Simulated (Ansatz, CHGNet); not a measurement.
For GaS (P6₃/mmc, No. 194), the machine-learned potential CHGNet 0.3.0 (trained on PBE and PBE+U data) gives:

```
Item                    Value
-------------------  --------
lattice parameter a   3.641 Å
lattice parameter c  16.315 Å
```

**Question.** What does PBE-D4 (plane waves, PAW; Ansatz, an electronic-structure program) give for the same quantities?

**Answer.** 
- lattice constant a: 3.582 Å (shrinks by 1.6 %)
- lattice parameter c: 15.286 Å (decreases by 6.3 %)

Changes are worked out from the printed values.

Unless a cell is named, each level is at its own relaxed cell (CHGNet 0.3.0 23.42, PBE-D4 21.23 Å³/atom).

Ansatz's density-functional and Hartree–Fock values are scalar-relativistic unless marked +SOC, with PAW data made under PBE.
